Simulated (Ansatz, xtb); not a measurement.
# Redistribution: CH2ClF + C2H4ClF → CH2F2 + C2H4Cl2

Species: CH2ClF `FCCl`, singlet; C2H4ClF (1-chloro-1-fluoroethane) `CC(F)Cl`, singlet; CH2F2 (difluoromethane) `FCF`, singlet; C2H4Cl2 (1,1-dichloroethane) `CC(Cl)Cl`, singlet. The partners trade Cl for F; both sit on C, so the bond types are kept.

Shapes, held fixed at every level: PBE0-D4/def2-TZVP. Programs: Ansatz 0.2.0, xtb 6.7.1. The zero-point and thermal change to 298 K, harmonic and unscaled (PBE0-D4/def2-TZVP), is +0.9 kJ/mol.

(1) Estimate ΔH(298 K) of this reaction.

## Answers

(1) The highest level, CCSD(T)/CBS estimate, gives ΔH(298 K) = -9.8 kJ/mol; the levels span -17.5 to -3.2. The column of differences is taken from that level and isn't an error. No measured value is set beside it here. The CBS estimate extrapolates MP2 from def2-TZVPP and def2-QZVPP and adds CCSD(T) − MP2 in the triple-zeta set, cores frozen.

```json
{"level": "GFN2-xTB", "kind": "semi-empirical", "ΔH(298 K) (kJ/mol)": "-14.4", "less CCSD(T)/CBS estimate": "-4.6"}
{"level": "HF/def2-TZVPP", "kind": "Hartree–Fock", "ΔH(298 K) (kJ/mol)": "-6.0", "less CCSD(T)/CBS estimate": "+3.8"}
{"level": "r2SCAN-D4/def2-TZVPP", "kind": "meta-GGA", "ΔH(298 K) (kJ/mol)": "-3.2", "less CCSD(T)/CBS estimate": "+6.6"}
{"level": "r2SCAN0-D4/def2-TZVPP", "kind": "global hybrid", "ΔH(298 K) (kJ/mol)": "-5.6", "less CCSD(T)/CBS estimate": "+4.2"}
{"level": "wB97M-V/def2-TZVPP", "kind": "range-separated hybrid", "ΔH(298 K) (kJ/mol)": "-5.5", "less CCSD(T)/CBS estimate": "+4.3"}
{"level": "MP2/def2-SVP", "kind": "perturbation theory", "ΔH(298 K) (kJ/mol)": "-17.5", "less CCSD(T)/CBS estimate": "-7.7"}
{"level": "CCSD(T)/def2-SVP", "kind": "coupled cluster or CI", "ΔH(298 K) (kJ/mol)": "-13.9", "less CCSD(T)/CBS estimate": "-4.1"}
{"level": "CCSD(T)/CBS estimate", "kind": "coupled cluster or CI", "ΔH(298 K) (kJ/mol)": "-9.8", "less CCSD(T)/CBS estimate": "0.0"}
```
